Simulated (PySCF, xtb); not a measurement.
LiF, SMILES [Li][F].

Harmonic wavenumbers (cm⁻¹) from GFN2-xTB (xtb 6.7.1) at its own minimum, in rising order: 894.

**Question.** What does PBE0-D3(BJ)/def2-TZVPD (PySCF) give at its own minimum? (An estimate is asked for; the answer gives what the named calculation found.)

**Answer.** 908. Paired by order, the mean absolute difference is 14 cm⁻¹ and the zero-point energies are 1.3 and 1.3 kcal/mol.
